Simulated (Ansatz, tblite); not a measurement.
# The cluster Zn2Se: one state, many levels

How do method and basis change the picture of the cluster Zn2Se (singlet)?

Method: as each input shows; program: Ansatz 0.2.0, Gaussian basis.

Levels to be run: GFN1-xTB, GFN2-xTB, PBE-D4/def2-TZVP, r2SCAN-D4/def2-TZVP, B97M-V/def2-TZVP, LDA/def2-TZVP, CAM-B3LYP-D4/def2-TZVP, ωB97X-V/def2-TZVP, r2SCAN0-D4/def2-TZVP, PBE-D4/def2-SVP, PBE0-D4/def2-SVP, HF/6-31G, B3LYP-D4/6-31G, PBE0-D4/def2-TZVPD, PBE-D4/def2-TZVPD, r2SCAN-D4/def2-TZVPD, CCSD(T)/def2-TZVPP, MP2/def2-TZVP, RPA/def2-TZVP.

2 further runs of the same task are left out: 2 set aside as unsound or not needed. Runs told in other sessions of the task aren't counted.

**1. The relaxed structure**

The geometry is that of the singlet, from an earlier relaxation (PBE0-D4/def2-TZVP). At that level it is the lowest of the isomers that a small search found.

3 atoms, charge 0, spin multiplicity 1.

Bond lengths: Zn1–Se3 2.344 Å, Zn2–Se3 2.344 Å. Angles: Zn1–Se3–Zn2 178.9°.

As a file:

```mol
SeZn2
  3D, bonds by distance, orders not assigned

  3  2  0  0  0  0  0  0  0  0999 V2000
   -2.2042    0.7878   -0.1181 Zn  0  0
    2.2091   -0.7740    0.1181 Zn  0  0
   -0.0049   -0.0138    0.0001 Se  0  0
  1  3  8  0
  2  3  8  0
M  END
```

PBE0-D4/def2-TZVP was run before; its log isn't repeated, and its numbers join the tables.

**2. GFN1-xTB**

Tight binding, by tblite at 300 K electronic temperature and without a spin-polarisation term:

```python
tblite.interface.Calculator('GFN1-xTB', numbers, positions, charge=0, uhf=0).singlepoint()
```

Energy -136.7892 eV, HOMO -10.35 eV, LUMO -7.80 eV; 0.001 s.

**3. GFN2-xTB**

Tight binding, by tblite at 300 K electronic temperature and without a spin-polarisation term:

```python
tblite.interface.Calculator('GFN2-xTB', numbers, positions, charge=0, uhf=0).singlepoint()
```

Energy -117.6146 eV, HOMO -10.33 eV, LUMO -8.40 eV; 0.002 s.

**4. PBE-D4/def2-TZVP**

start.molden holds the orbitals of an earlier run on this state, given as this run's starting guess.

Contents of in.yaml:

```yaml
crystal:
  periodic: [false, false, false]
  atoms:
    - {symbol: Zn, position_ang: [-2.204207, 0.787765, -0.118144]}
    - {symbol: Zn, position_ang: [2.209100, -0.773966, 0.118063]}
    - {symbol: Se, position_ang: [-0.004883, -0.013800, 0.000091]}
basis:
  gaussian: {orbitals: def2-TZVP, initial_orbitals: start.molden}
hamiltonian: {xc: pbe, dispersion: d4}
scf: {omitted_lower_state_checks: [starts]}
output: {forces: true, orbitals: {seedname: orbitals}}
```

On the command line:

```console
> ansatz run in.yaml --threads 4 --pin off --events-out ev --progress --plain --max-ram 3916MiB
```

After this run come: r2SCAN-D4/def2-TZVP; B97M-V/def2-TZVP; LDA/def2-TZVP; CAM-B3LYP-D4/def2-TZVP; ωB97X-V/def2-TZVP; r2SCAN0-D4/def2-TZVP; PBE-D4/def2-SVP; PBE0-D4/def2-SVP; HF/6-31G; B3LYP-D4/6-31G; PBE0-D4/def2-TZVPD; PBE-D4/def2-TZVPD; r2SCAN-D4/def2-TZVPD; CCSD(T)/def2-TZVPP; MP2/def2-TZVP; RPA/def2-TZVP.

**Question.** What will the summary of the whole plan be? Wanted: gap in def2-TZVP, named functionals, smallest and largest; correlation energy, CCSD(T)/def2-TZVPP; correlation energy, MP2/def2-TZVP; binding an atom, functionals in def2-TZVP; PBE0 total energy, smallest basis above largest.

As calculated:

| quantity | value |
| --- | --- |
| gap in def2-TZVP, named functionals, smallest and largest | 1.22 eV (LDA), 5.30 eV (ωB97X-V) |
| correlation energy, CCSD(T)/def2-TZVPP | -33.50 eV |
| correlation energy, MP2/def2-TZVP | -30.22 eV |
| binding an atom, functionals in def2-TZVP | 0.54 (CAM-B3LYP-D4) to 1.10 eV (LDA) |
| PBE0 total energy, smallest basis above largest | 22.31 eV (def2-SVP, def2-TZVPD) |

Orbital gaps of the named functionals in def2-TZVP span 1.22 eV (LDA) to 5.30 eV (ωB97X-V); exact exchange widens it. Notes on CCSD(T)/def2-TZVPP: state flagged by the program.
